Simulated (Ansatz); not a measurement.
# One shape, several levels: [NH4]+ (ammonium)

We compute a comparison of 6 runs (HSE06/6-31G, UB3LYP/3-21G, UPBE0/3-21G, UPBE0/6-31G, r2SCAN0/3-21G, UCCSD(T)/3-21G) of [NH4]+ (ammonium). 

Program for the calculation: Ansatz 0.2.0.

2 further runs of the same task are left out: 1 that didn't finish, 1 set aside as unsound or not needed.

### Step 1. The system as given

[NH4]+: 5 atoms, total charge +1, spin state singlet. As SMILES, `[NH4+]`. The H2–N1 distance was set to 1.544 Å, away from the relaxed value. At this shape a bond of the SMILES string is far longer than usual.

Bond lengths: N1–H3 1.029 Å, N1–H4 1.030 Å, N1–H5 1.030 Å. Angles: H3–N1–H4 109.5°, H3–N1–H5 109.4°, H4–N1–H5 109.5°.

### Step 2. A single-point energy at HSE06/6-31G (run 1)

Input file input.yaml:

```yaml
basis:
  gaussian: {orbitals: 6-31G}
crystal:
  periodic: [false, false, false]
  atoms:
    - {symbol: "N", position_ang: [-0.227831, 0.225451, -0.402869]}
    - {symbol: H, position_ang: [0.455870, -0.450720, 0.805650]}
    - {symbol: H, position_ang: [-1.205811, 0.442941, -0.166309]}
    - {symbol: H, position_ang: [-0.203831, -0.411949, -1.211079]}
    - {symbol: H, position_ang: [0.269969, 1.095881, -0.636829]}
total_charge: 1
accuracy: high
hamiltonian: {xc: hse06}
```

Started as:

```sh
$ ansatz run input.yaml --threads 1 --pin off --max-ram 2610MiB --events-out events.jsonl --progress --plain --runs-dir runs
```

The program printed:

```text
Warning: RAYON_NUM_THREADS=1 ignored (pool sized by the plan → 1); use --threads N
Functional definition: HSE06
  name "HSE06"
  parameter a = 0.25
  parameter omega = 0.11/bohr
  exchange = pbe_x - a*pbe_x_sr(omega) + a*exact_x_sr(omega)
  correlation = pbe_c
409 factors; integrals over basis functions are off by at most 3.7e-9 eV
61 factors; integrals over basis functions are off by at most 3.4e-10 eV
mean field evaluation 1: about -1529.3441 eV, gradient 8.2e1 eV
mean field evaluation 2: about -1511.9034 eV, gradient 1.1e2 eV
mean field evaluation 4: about -1543.6940 eV, gradient 1.3e0 eV
mean field evaluation 8: about -1543.6922 eV, gradient 2.7e-3 eV
mean field evaluation 16: about -1543.6922 eV, gradient 1.4e-8 eV
mean field -1543.69217056 eV, -56.7296409159 hartree, gradient 1.4e-8 eV, S^2 0.000000; 0 other end points of the search recorded, 0 dependent functions left out
reference -1543.69217220 eV, -56.7296409762 hartree; 5, 5 occupied and 12, 12 virtual orbitals, 409 factors
Total energy: -1543.69217220 eV, -56.7296409762 hartree
```

Run time: 0.38 s. Hardware: 1 thread of Intel Xeon 6975P-C (Granite Rapids), shared host.

### Step 3. The energy at UB3LYP/3-21G (run 2)

Input file molecule.yaml:

```yaml
crystal:
  periodic: [false, false, false]
  atoms:
    - {symbol: "N", position_ang: [-0.227831, 0.225451, -0.402869]}
    - {symbol: H, position_ang: [0.455870, -0.450720, 0.805650]}
    - {symbol: H, position_ang: [-1.205811, 0.442941, -0.166309]}
    - {symbol: H, position_ang: [-0.203831, -0.411949, -1.211079]}
    - {symbol: H, position_ang: [0.269969, 1.095881, -0.636829]}
basis:
  gaussian:
    orbitals: 3-21G.json
accuracy: high
hamiltonian:
  xc: {name: B3LYP}
total_charge: 1
magnetization:
  spin_polarized: true
```

The basis set 3-21G is read from a file made from the Basis Set Exchange's data (not shown).

Started as:

```sh
$ ansatz run molecule.yaml --threads 1 --pin off --max-ram 2610MiB --events-out events.jsonl --progress --plain --runs-dir runs
```

The program printed:

```text
Warning: RAYON_NUM_THREADS=1 ignored (pool sized by the plan → 1); use --threads N
Functional definition: B3LYP
  name "B3LYP"
  parameter a0 = 0.2
  parameter ax = 0.72
  parameter ac = 0.81
  exchange = (1 - a0 - ax)*slater_x + ax*b88_x + a0*exact_x
  correlation = (1 - ac)*vwn_rpa_c + ac*lyp_c
337 factors; integrals over basis functions are off by at most 1.8e-8 eV
mean field evaluation 1: about -1525.2337 eV, gradient 5.8e1 eV
mean field evaluation 2: about -1509.5863 eV, gradient 7.2e1 eV
mean field evaluation 4: about -1537.9439 eV, gradient 7.6e-1 eV
mean field evaluation 8: about -1537.9343 eV, gradient 1.4e-3 eV
mean field evaluation 16: about -1537.9343 eV, gradient 2.6e-8 eV
mean field -1537.93430170 eV, -56.5180431381 hartree, gradient 2.6e-8 eV, S^2 0.000000; 0 other end points of the search recorded, 0 dependent functions left out
reference -1537.93432404 eV, -56.5180439592 hartree; 5, 5 occupied and 12, 12 virtual orbitals, 337 factors
Total energy: -1537.93432404 eV, -56.5180439592 hartree
```

Wall time 0.48 s (1 thread of Intel Xeon 6975P-C (Granite Rapids), shared host); peak memory 0.11 GiB.

### Step 4. The energy at UPBE0/3-21G (run 3)

Input file input.yaml:

```yaml
crystal:
  periodic: [false, false, false]
  atoms:
    - symbol: "N"
      position_ang: [-0.227831, 0.225451, -0.402869]
    - symbol: H
      position_ang: [0.455870, -0.450720, 0.805650]
    - symbol: H
      position_ang: [-1.205811, 0.442941, -0.166309]
    - symbol: H
      position_ang: [-0.203831, -0.411949, -1.211079]
    - symbol: H
      position_ang: [0.269969, 1.095881, -0.636829]
basis:
  gaussian: {orbitals: 3-21G.json}
magnetization: {spin_polarized: true, initial_magnetization: 0}
accuracy: high
total_charge: 1
hamiltonian: {xc: pbe0}
```

The basis set 3-21G is read from a file made from the Basis Set Exchange's data (not shown).

Started as:

```sh
$ ansatz run input.yaml --threads 1 --pin off --max-ram 2610MiB --events-out events.jsonl --progress --plain --runs-dir runs
```

The program printed:

```text
Warning: RAYON_NUM_THREADS=1 ignored (pool sized by the plan → 1); use --threads N
Functional definition: PBE0
  name "PBE0"
[... 1 set-up line as earlier in the session ...]
  parameter kappa = 0.804
  parameter beta = 0.06672455060314922
  exchange = (1 - a)*pbe_x(kappa = kappa, mu = beta*pi^2/3) + a*exact_x
  correlation = pbe_c(beta = beta)
337 factors; integrals over basis functions are off by at most 1.8e-8 eV
mean field evaluation 1: about -1525.0988 eV, gradient 5.3e1 eV
mean field evaluation 2: about -1514.3506 eV, gradient 6.5e1 eV
mean field evaluation 4: about -1536.0214 eV, gradient 5.8e-1 eV
mean field evaluation 8: about -1536.0101 eV, gradient 2.0e-3 eV
mean field evaluation 16: about -1536.0101 eV, gradient 4.8e-8 eV
mean field -1536.01007155 eV, -56.4473289845 hartree, gradient 4.8e-8 eV, S^2 0.000000; 0 other end points of the search recorded, 0 dependent functions left out
reference -1536.01007274 eV, -56.4473290281 hartree; 5, 5 occupied and 12, 12 virtual orbitals, 337 factors
Total energy: -1536.01007274 eV, -56.4473290281 hartree
```

It took 0.46 s on 1 thread of Intel Xeon 6975P-C (Granite Rapids), shared host; peak memory 0.11 GiB.

Runs 4 to 5 aren't shown in full; the table further down has their settings and results.

### Step 5. A single-point energy at UCCSD(T)/3-21G (run 6)

Input file in.yaml:

```yaml
basis:
  gaussian:
    orbitals: 3-21G.json
crystal:
  periodic: [false, false, false]
  atoms:
    - {symbol: "N", position_ang: [-0.227831, 0.225451, -0.402869]}
    - {symbol: H, position_ang: [0.455870, -0.450720, 0.805650]}
    - {symbol: H, position_ang: [-1.205811, 0.442941, -0.166309]}
    - {symbol: H, position_ang: [-0.203831, -0.411949, -1.211079]}
    - {symbol: H, position_ang: [0.269969, 1.095881, -0.636829]}
total_charge: 1
magnetization:
  spin_polarized: true
  initial_magnetization: 0
correlation:
  method: ccsd_t
  frozen_orbitals: {H: 0, "N": 1}
accuracy: high
scf:
  omitted_lower_state_checks: [cluster_reference, increment]
```

The basis set 3-21G is read from a file made from the Basis Set Exchange's data (not shown).

Started as:

```sh
$ ansatz run in.yaml --threads 1 --pin off --max-ram 2610MiB --events-out events.jsonl --progress --plain --runs-dir runs
```

The program printed, cut to the lines that bear on the results:

```text
Warning: RAYON_NUM_THREADS=1 ignored (pool sized by the plan → 1); use --threads N
Functional definition: HF
  name "HF"
[...]
337 factors; integrals over basis functions are off by at most 1.8e-8 eV
[...]
mean field -1527.70438085 eV, -56.1421004812 hartree, gradient 1.4e-8 eV, S^2 0.000000; 2 other end points of the search recorded, 0 dependent functions left out
1 core orbitals not correlated: weight in the atoms' cores, before any rotation towards them, 1.000 or more for the frozen orbitals, at most 0.000 for the correlated occupied ones
reference -1527.70438085 eV, -56.1421004812 hartree; 4, 4 occupied and 12, 12 virtual orbitals, 337 factors
second order -3.54705129 eV of doubles, -0.00000000 eV of singles
cycle   1  -3.76693296 eV  change   -2.2e-1 eV  update   5.5e-2
[...]
cycle  20  -4.03226711 eV  change   7.2e-11 eV  update  7.0e-11
perturbative correction -0.07767452 eV, -0.0028544861 hartree
Total energy: -1531.81432249 eV, -56.2931380505 hartree
Checks for a lower state left out: cluster_reference, increment
```

It took 0.14 s on 1 thread of Intel Xeon 6975P-C (Granite Rapids), shared host.

### Step 6. All runs side by side

| run | level | frozen core orbitals | energy (Eh) | wall time |
| --- | --- | --- | --- | --- |
| 1 | HSE06/6-31G | – | -56.729641 | 0.38 s |
| 2 | UB3LYP/3-21G | – | -56.518044 | 0.48 s |
| 3 | UPBE0/3-21G | – | -56.447329 | 0.46 s |
| 4 | UPBE0/6-31G | – | -56.732673 | 0.5 s |
| 5 | r2SCAN0/3-21G | – | -56.469693 | 0.66 s |
| 6 | UCCSD(T)/3-21G | 1 | -56.293138 | 0.14 s |

### Step 7. Outcome

```
                                         quantity         value
                              run 6: total energy  -56.29314 Eh
run 6: correlation energy (1 core orbital frozen)    -151.0 mEh
                            run 6: (T) correction     -2.85 mEh
                             run 6: T1 diagnostic         0.015
```

What this shows: Totals of different functionals can't be ranked against each other. All runs together took 2.6 s, the longest 0.66 s.
